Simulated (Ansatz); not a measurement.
Potential energy surface of H2O, singlet: symmetric bend, bond length relaxed. Scanned: H-O-H angle. Other coordinates (O-H bond length) were minimised at PBE0/def2-TZVP.

Method: Ansatz (an electronic-structure program) with full CI/cc-pVDZ, frozen core.

Scanned values (°): 180, 170.75, 159.47, 148.42, 138.06, 128, 119.05, 111.31, 98.11, 89.13, 79.46, 71.14, 60.

Locate the minima and the barriers on this grid.

Lower than their neighbours: 98.11° (0.0 kJ/mol). Higher than their neighbours: 180° (153.0 kJ/mol, end of the scan), 60° (141.9 kJ/mol, end of the scan). The whole profile spans 153.0 kJ/mol.
